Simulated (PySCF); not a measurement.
These are B3LYP-D3(BJ)/def2-TZVP // B3LYP-D3(BJ)/def2-SVP (PySCF 2.14.0) values and carry that method's errors. Gas-phase values, no solvent. B3LYP has the VWN-RPA correlation part, as in Gaussian. 

Reference species (SMILES): `CC#N` (neutral, multiplicity 1).

```json
{
 "HOMO–LUMO gap": "9.63 eV",
 "dipole_moment": "4.01 D",
 "HOMO": "-9.19 eV"
}
```

Changed species: `O` (free base H2O; the reference has free base CH3CN).

Problem. Predict the effect on the HOMO–LUMO gap, dipole moment and HOMO.

Solution. the HOMO–LUMO gap falls by 0.67 eV, to 8.96 eV; the dipole moment drops by 1.91 D, to 2.10 D; the HOMO increases by 0.58 eV, to -8.61 eV.
